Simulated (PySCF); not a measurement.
All values below come from M06-2X/def2-TZVP // PBE0-D3(BJ)/def2-SVP run with PySCF. Gas-phase values, no solvent. Delta-SCF ions had no search for a lower state. 

Reference species (SMILES): `N` (neutral, multiplicity 1).

```json
{
 "vertical ionisation energy (Delta-SCF)": "11.00 eV",
 "dipole_moment": "1.80 D"
}
```

Changed species: `N#C` (free base NCH; the reference has free base NH3).

Give the shifts of the vertical ionisation energy (Delta-SCF) and dipole moment.

the vertical ionisation energy (Delta-SCF) rises by 2.66 eV, to 13.66 eV; the dipole moment rises by 1.27 D, to 3.07 D.
